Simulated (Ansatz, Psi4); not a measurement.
## Worked example: the enthalpy of formation of ClF (chlorine monofluoride)

ClF has 2 atoms, charge 0, and is taken as a singlet. SMILES: `FCl`. The shape is that of a PBE0-D4/def2-TZVP optimisation.

```tsv
atom	x (Å)	y (Å)	z (Å)
F	0.0000	0.0000	0.0313
Cl	0.0000	0.0000	1.6510
```

Total energies at HSE06/cc-pVTZ (Psi4 1.11); the atoms run unrestricted:

```
species    state  energy (Eh)
    ClF  singlet  -559.796398
      F  doublet   -99.679012
     Cl  doublet  -460.023900
```

Harmonic wavenumbers at PBE0-D4/def2-TZVP, in cm⁻¹: 824.

Measured heats of formation of the gaseous atoms at 298.15 K, in kJ/mol: F 79.4, Cl 121.3. Spin-orbit lowering of the atoms at 298 K (mean of the ground term's levels less their thermal mean, from spectra), in kJ/mol: F 1.29, Cl 3.44. Take 1 Eh = 2625.50 kJ/mol, 1 cm⁻¹ = 0.0119627 kJ/mol, RT = 2.479 kJ/mol.

Task: What heat of formation follows?

Result: 
1. Electronic atomisation energy: (-99.679012) + (-460.023900) − (-559.796398) = 0.093486 Eh = 245.4 kJ/mol.
2. Zero-point energy: half the sum of the wavenumbers, 412 cm⁻¹ = 4.9 kJ/mol.
3. Thermal vibrational enthalpy, Σ hcν̃/(exp(hcν̃/kT) − 1): 0.2 kJ/mol. Translation, rotation and pV of a linear molecule: 3.5 RT = 8.7 kJ/mol.
4. The 2 free atoms carry 5/2 RT each: 12.4 kJ/mol.
5. Spin-orbit coupling lowers the free atoms by 1.29 + 3.44 = 4.7 kJ/mol.
6. Atomisation enthalpy at 298 K: 245.4 − 4.7 − 4.9 − 0.2 − 8.7 + 12.4 = 239.3 kJ/mol.
7. Sum of the atoms' heats of formation: 200.7 kJ/mol. Heat of formation: 200.7 − 239.3 = -38.6 kJ/mol.

The tabulated value is -55.7 kJ/mol (Active Thermochemical Tables), so this level is off by +17.1 kJ/mol, or 6.7 % of the atomisation enthalpy that the table implies (256.4 kJ/mol). Anharmonicity and any spin-orbit splitting of the molecule are left out.
